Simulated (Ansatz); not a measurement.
White tin (β-Sn), treated with LDA in Ansatz (PAW).

Run with plane-wave cutoff 500 eV, 26×26×26 k mesh, Fermi–Dirac smearing 0.1 eV, scalar-relativistic PAW data made under PBE.

Computed at the level's own relaxed cell.

Q: Predict the equilibrium volume per atom, equilibrium lattice constant a and c axis length.

A: 
equilibrium volume per atom: 26.19 Å³/atom
equilibrium lattice constant a: 5.789 Å
c axis length: 3.125 Å

Measured, for comparison: lattice constant a 5.831 Å, lattice parameter c 3.181 Å (293 K, no zero-point or thermal correction; as tabulated in Wikipedia's data pages). Computed (rounded) less measured: lattice constant a -0.7 %, lattice parameter c -1.8 %. A static lattice is as a rule a little smaller and stiffer than an uncorrected measurement, which narrows the difference in the lattice constant a, lattice parameter c and would widen misses of the other sign.

Spin–orbit coupling is not included.

Computed values are for the static lattice.

Computing time: roughly 8 core-minutes.

Ansatz is an electronic-structure program.
